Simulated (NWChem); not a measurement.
# Total energies of Na

SMILES: [Na]
```xyz
1

Na     0.0000     0.0000     0.0000
```
Charge 0, spin multiplicity 2.

Everything below was run with NWChem.

Basis set: def2-QZVP (46 functions).

| method | total energy (Ha) |
|---|---|
| UHF | -161.85879 |
| UMP2 | -161.99770 |
| UB2PLYP | -162.20642 |
| UPBE | -162.16819 |
| UB3LYP | -162.29883 |
| UCAM-B3LYP | -162.27443 |

Total energies of different functionals aren't comparable as a measure of quality: only differences taken within one method are. 

The correlated methods keep 1 core orbital frozen. B3LYP has NWChem's definition, with VWN1-RPA local correlation. No SCF solution was tested for a lower state. Open-shell Hartree-Fock references start from PBE0 orbitals.
